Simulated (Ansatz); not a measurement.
Cost and result for the atomization energy of `C#CC(C)F` (10 atoms, 9 bonds).

```xyz
10

C     0.326    0.934    2.066
C    -0.021    0.263    1.135
C    -0.448   -0.524   -0.015
C     0.176   -0.050   -1.308
F    -0.112   -1.857    0.186
H     0.636    1.522    2.898
H    -1.541   -0.488   -0.083
H    -0.168   -0.677   -2.132
H    -0.110    0.984   -1.504
H     1.263   -0.107   -1.243
```

Charge 0, multiplicity 1. All single points use the PBE0-D4/def2-TZVP geometry. Program: Ansatz. All runs use 2 threads of an Arm Neoverse V1 on a shared host. Times are those of one run each, without the atoms' runs, and a repeat can differ threefold. Electronic energies, without spin–orbit coupling; frozen cores. CCSD(T)/CBS adds CCSD(T) − MP2 in def2-TZVPP to the MP2 limit, and its time is that of the two runs behind it. T1 = 0.011. B3LYP takes the VWN-RPA correlation (the form of Gaussian; ORCA's B3LYP/G).

CCSD(T)/CBS is a level of theory with its own doubt, some kJ/mol a heavy atom from the limit and from the frozen cores, so smaller differences don't rank the functionals.

```json
{"level": "LDA (SPW92)/def2-TZVPP", "functions": "225", "wall time": "1.8 s", "atomization (kcal/mol)": "1160.9", "difference from CCSD(T)/CBS": "156.8", "per bond": "17.4"}
{"level": "revPBE-D4/def2-TZVPP", "functions": "225", "wall time": "2.9 s", "atomization (kcal/mol)": "1008.3", "difference from CCSD(T)/CBS": "4.2", "per bond": "0.5"}
{"level": "BLYP-D4/def2-TZVPP", "functions": "225", "wall time": "3.1 s", "atomization (kcal/mol)": "1007.6", "difference from CCSD(T)/CBS": "3.5", "per bond": "0.4"}
{"level": "PBE-D4/def2-TZVPP (with forces)", "functions": "225", "wall time": "3.5 s", "atomization (kcal/mol)": "1036.5", "difference from CCSD(T)/CBS": "32.4", "per bond": "3.6"}
{"level": "BHLYP-D4/def2-TZVPP", "functions": "225", "wall time": "4.1 s", "atomization (kcal/mol)": "970.9", "difference from CCSD(T)/CBS": "-33.2", "per bond": "-3.7"}
{"level": "B3LYP-D4/def2-TZVPP (with forces)", "functions": "225", "wall time": "7 s", "atomization (kcal/mol)": "1005.3", "difference from CCSD(T)/CBS": "1.2", "per bond": "0.1"}
{"level": "CCSD(T)/def2-SVP", "functions": "95", "wall time": "7.5 s", "atomization (kcal/mol)": "964.2", "difference from CCSD(T)/CBS": "-39.9", "per bond": "-4.4"}
{"level": "PBE-QIDH/def2-TZVPP", "functions": "225", "wall time": "8.5 s", "atomization (kcal/mol)": "1003.8", "difference from CCSD(T)/CBS": "-0.3", "per bond": "0.0"}
{"level": "ωB97X-V/def2-TZVPP", "functions": "225", "wall time": "11 s", "atomization (kcal/mol)": "1004.1", "difference from CCSD(T)/CBS": "0.0", "per bond": "0.0"}
{"level": "ωB97M-V/def2-TZVPP (with forces)", "functions": "225", "wall time": "16 s", "atomization (kcal/mol)": "1007.7", "difference from CCSD(T)/CBS": "3.6", "per bond": "0.4"}
{"level": "MP2/def2-QZVPP", "functions": "435", "wall time": "34 s", "atomization (kcal/mol)": "1018.6", "difference from CCSD(T)/CBS": "14.5", "per bond": "1.6"}
{"level": "CCSD(T)/def2-TZVPP", "functions": "225", "wall time": "3.2 min", "atomization (kcal/mol)": "980.1", "difference from CCSD(T)/CBS": "-24.0", "per bond": "-2.7"}
{"level": "CCSD(T)/CBS(def2)", "functions": "–", "wall time": "3.8 min", "atomization (kcal/mol)": "1004.1", "difference from CCSD(T)/CBS": "0.0", "per bond": "0.0"}
```

From BLYP to BHLYP (50 % exact exchange), in def2-TZVPP and without D4, the atomization energy moves by −32.3 kcal/mol: exact exchange takes away binding that semilocal exchange gives to molecules. Leaving LDA and LC-ωPBE aside and taking each functional with its dispersion term where it has one, the values spread over 65.5 kcal/mol, from BHLYP-D4 to PBE-D4. LDA lies +128.2 kcal/mol from PBE without D4, its usual overbinding. In def2-TZVPP, CCSD(T) changes the Hartree–Fock value by +244.3 kcal/mol (the triples alone add +16.8 kcal/mol) and MP2 by +268.7 kcal/mol; breaking electron pairs costs correlation energy, which Hartree–Fock lacks.
